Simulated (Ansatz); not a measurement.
The input, for Ansatz 0.2.0:

```yaml
crystal:
  periodic: [false, false, false]
  atoms:
    - {symbol: Cu, position_ang: [0.000000, 0.000000, 0.000000]}
    - {symbol: F, position_ang: [0.000000, 0.000000, 4.844000]}
basis:
  gaussian: {orbitals: def2-TZVPP}
magnetization: {spin_polarized: true, initial_magnetization: 0}
hamiltonian: {xc: {name: PBE}}
correlation: {method: rpa, electrons: outside_noble_gas}
```

```sh
$ ansatz run in.yaml --threads 1 --pin off --events-out ev --progress --plain --max-ram 2816MiB --backend cpu
```

Log:

```
658 factors; integrals over basis functions are off by at most 1.9e-3 eV
mean field evaluation 1: about -47336.6189 eV, gradient 5.4e1 eV
mean field evaluation 2: about -47336.6188 eV, gradient 5.4e1 eV
mean field evaluation 4: about -47292.0708 eV, gradient 1.3e2 eV
mean field evaluation 8: about -47345.7371 eV, gradient 5.4e0 eV
mean field evaluation 16: about -47345.8459 eV, gradient 9.9e-7 eV
mean field evaluation 32: about -47346.2428 eV, gradient 2.3e-3 eV
mean field evaluation 64: about -47346.2423 eV, gradient 5.6e-2 eV
mean field evaluation 96: about -47346.2428 eV, gradient 1.7e-2 eV
mean field evaluation 128: about -47346.1008 eV, gradient 3.6e0 eV
mean field evaluation 160: about -47345.0170 eV, gradient 1.3e1 eV
mean field evaluation 192: about -47345.1025 eV, gradient 8.6e0 eV
mean field evaluation 224: about -47339.8376 eV, gradient 2.8e1 eV
mean field evaluation 256: about -47346.2427 eV, gradient 3.0e-2 eV
mean field evaluation 288: about -47346.2428 eV, gradient 6.9e-3 eV
mean field evaluation 320: about -47345.4678 eV, gradient 1.4e1 eV
mean field evaluation 352: about -47346.1550 eV, gradient 4.6e-1 eV
mean field evaluation 384: about -47345.9120 eV, gradient 5.8e-2 eV
mean field evaluation 416: about -47301.6018 eV, gradient 6.2e1 eV
mean field -47346.24284337 eV, -1739.9423320578 hartree, gradient 4.1e-6 eV, S^2 0.655021; 20 other end points of the search recorded, 0 dependent functions left out
10 core orbitals not correlated: weight in the atoms' cores, before any rotation towards them, 1.000 or more for the frozen orbitals, at most 0.000 for the correlated occupied ones
reference -47299.84592357 eV, -1738.2372767042 hartree; 9, 9 occupied and 76, 76 virtual orbitals, 658 factors
Total energy: -47327.43983729 eV, -1739.2513343295 hartree
```

Ran on 1 thread of AMD EPYC 7R13, shared host: 31 s wall, 0.26 GiB peak host memory.
